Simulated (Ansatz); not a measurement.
Problem. Name a neutral molecule of C, Cl and H with HOMO energy (ωB97M-V/def2-TZVPP) between -9.70 and -9.40 eV and LUMO energy (PBE0/def2-TZVPP) between -0.30 and 0.00 eV (Ansatz, PBE0-D4/def2-TZVP geometry).

Solution. `C=C(C)Cl` (-9.51 eV, -0.01 eV); `C/C=C/CCl` (-9.65 eV, -0.17 eV); `C=C(Cl)CC` (-9.48 eV, -0.04 eV). Other molecules can fit too; these were computed, each in one conformer that needn't be the lowest.
